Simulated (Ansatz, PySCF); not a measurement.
Molecule: methyl chloride, CH$_{3}$Cl, net charge 0, singlet state. 
Structure (B3LYP-D3(BJ)/def2-TZVP (Ansatz, a program for electronic structure) minimum search):
```xyz
5

C      0.0082     0.0133    -1.1337
Cl    -0.0048    -0.0077     0.6605
H      0.0175     1.0478    -1.4634
H      0.8997    -0.5040    -1.4752
H     -0.8852    -0.4920    -1.4879
```
Charge 0, spin multiplicity 1.

Total electronic energies in hartree. Cores are frozen in the correlated levels unless marked. Spin-orbit coupling is left out. Non-relativistic. CBS(X,Y): correlation extrapolated as X^-3; Hartree-Fock from the larger set. [CCSD(T)-MP2]/basis is that difference in the basis named.

```csv
level,program,energy (Eh)
BLYP-D4/def2-TZVPD,Ansatz + dftd4,-500.11565
M06-L-D4/def2-TZVPD,PySCF + dftd4,-500.12526
B3LYP-D3(BJ)/def2-TZVPD,Ansatz + dftd3,-500.16268
PBE0/STO-3G,Ansatz,-494.44070
LC-wPBE/def2-TZVPD,Ansatz,-499.99109
B2PLYP-D3(BJ)/def2-TZVPD,Ansatz + dftd3,-499.96747
RI-MP2/def2-TZVPP,Ansatz,-499.51375
"RI-MP2/CBS(cc-pV(T+d)Z,cc-pV(Q+d)Z)+[CCSD(T)-MP2]/cc-pV(Q+d)Z",Ansatz,-499.6270
"CCSD(T)/CBS(def2-TZVPPD,def2-QZVPPD)",Ansatz,-499.6266
```

Totals of different functionals don't rank their quality; only differences between species are comparable.
